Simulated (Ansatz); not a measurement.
**[AlH2···H···CH2], triplet: transfer scan**

Starting geometry:

```xyz
7

Al   -1.0039    0.0000    0.0000
H    -1.7969    1.3734    0.0000
H    -1.7969   -1.3734    0.0000
H     0.5819    0.0000    0.0000
C     2.0881    0.0000    0.0000
H     2.5025    0.0000    0.9962
H     2.5025    0.0000   -0.9962
```

From there H4 is moved from one fragment to the other while all else, the fragments' distance too, stays fixed; atoms are numbered as listed. Energies are in kJ/mol, counted from the starting geometry at the same level. Kohn–Sham curves are unrestricted where that lies lower.

Basis cc-pVDZ; Ansatz 0.2.0. Correlated methods freeze the noble-gas cores. Prefix R: restricted or restricted open-shell reference; prefix U: unrestricted.

Full CI isn't at hand for all of this; UCCSDT(Q) serves as the reference, and is uncertain by about the last step of the cluster series.

```tsv
distance Al1-H4 (Å)	PBE0
1.475	26.9
1.586	0.0
1.645	-12.8
1.705	-26.3
1.764	-40.2
1.824	-54.5
1.883	-67.3
1.943	-76.6
2.002	-79.1
```

Problem. Estimate the UCCSDT(Q) curve in cc-pVDZ from this one, knowing how PBE0 errs.

Solution. The computed UCCSDT(Q) values, in kJ/mol from the starting point, and the error of PBE0 against them:
| distance Al1-H4 (Å) | UCCSDT(Q) | PBE0 less UCCSDT(Q) |
| --- | --- | --- |
| 1.475 | 20.7 | 6.2 |
| 1.586 | 0.0 | 0.0 |
| 1.645 | -10.2 | -2.6 |
| 1.705 | -21.8 | -4.5 |
| 1.764 | -34.9 | -5.3 |
| 1.824 | -49.1 | -5.4 |
| 1.883 | -62.3 | -4.9 |
| 1.943 | -72.4 | -4.1 |
| 2.002 | -75.7 | -3.4 |

The error spans 11.6 kJ/mol and is largest, 6.2 kJ/mol, at 1.475 Å.

In so small a basis the reference is far from its limit while semilocal and hybrid functionals are nearer theirs, so the functionals' errors here hold much of the reference's basis and frozen-core error, which can add to them or hide them.
